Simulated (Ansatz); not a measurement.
Total energies of the cluster LiSi₂ from Ansatz at PBE-D4/def2-TZVP, gas phase (1 Eh = 27.2114 eV = 2625.5 kJ/mol). The reference geometry is relaxed at PBE-D4/def2-TZVP.

```xyz
3

Li   -0.282   -0.981    1.166
Si    0.225   -0.328   -1.251
Si    0.057    1.309    0.084
```

```json
{"state": "charge 0 doublet", "geometry": "reference", "energy (Eh)": "-586.13413"}
{"state": "charge 1 triplet", "geometry": "reference", "energy (Eh)": "-585.87411"}
{"state": "charge 0 quartet", "geometry": "relaxed at PBE-D4/def2-TZVP", "energy (Eh)": "-586.08081"}
{"state": "free Li atom (doublet)", "geometry": "–", "energy (Eh)": "-7.46192"}
{"state": "free Si atom (triplet)", "geometry": "–", "energy (Eh)": "-289.22285"}
```

Q: Work out the vertical ionisation energy to the triplet.

A: E(charge 1 triplet) − E(charge 0 doublet) = -585.87411 − (-586.13413) = 0.26002 Eh = 7.08 eV. For comparison, −ε of the highest occupied level of the spin that leaves is 4.39 eV at this level, 2.69 eV less.

Q: Which of the charge 0 states is lowest, and how far above it are the others?

A: The doublet. quartet: -586.08081 − (-586.13413) = 0.05332 Eh = 140.0 kJ/mol.

Q: What is the binding energy per atom against free atoms?

A: Atoms: 1 × (-7.46192) + 2 × (-289.22285) = -585.90762 Eh. Binding: -585.90762 − (-586.13413) = 0.22651 Eh = 6.16 eV, or 2.05 eV for each of 3 atoms (no zero-point energy, no counterpoise term).

The structure comes from a short search, and lower isomers may exist.
